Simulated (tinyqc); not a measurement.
Worked calculation: Born-Oppenheimer dynamics on the UHF/sto-3g surface (energies and gradients from PySCF), for H2O+, spin multiplicity 2. One step of it, computed by the program tinyqc.

Task: Velocity Verlet step 2. dt = 0.5 fs = 20.6707 atomic units; x' = x + v dt - g dt^2 / (2m); after the new gradient g', v' = v - (g + g') dt / (2m).

positions after step 1 (bohr):
```
            x          y         z
1O  -0.005515   0.059356  0.055208
2H  -0.059988   1.365288  0.992171
3H   0.014070  -1.470413  1.006142
```

velocities after step 1 (bohr per atomic time unit):
```
               x             y             z
1O   0.000010887  -0.000116556  -0.000153497
2H  -0.000219908   0.003059459   0.002034245
3H   0.000047127  -0.001209625   0.000401870
```

gradient after step 1 (hartree/bohr):
```
              x            y            z
1O  -0.00960648   0.17654756   0.23052939
2H   0.01074767  -0.25978586  -0.18228726
3H  -0.00114119   0.08323830  -0.04824213
```

masses (electron masses): 1O 29156.946388, 2H 1837.152588, 3H 1837.152588

gradient after step 2 (hartree/bohr):
```
              x            y            z
1O  -0.00515998   0.07850870   0.13495644
2H   0.00593043  -0.13740975  -0.09839369
3H  -0.00077045   0.05890104  -0.03656275
```

Give: positions after step 2; velocities after step 2.

Result:

positions after step 2 (bohr):
```
          x        y       z
1O  -0.0052   0.0557  0.0503
2H  -0.0658   1.4587  1.0554
3H   0.0152  -1.5051  1.0201
```

velocities after step 2 (bohr per atomic time unit):
```
             x           y           z
1O   0.0000161  -0.0002070  -0.0002831
2H  -0.0003137   0.0052940   0.0036133
3H   0.0000579  -0.0020093   0.0008790
```
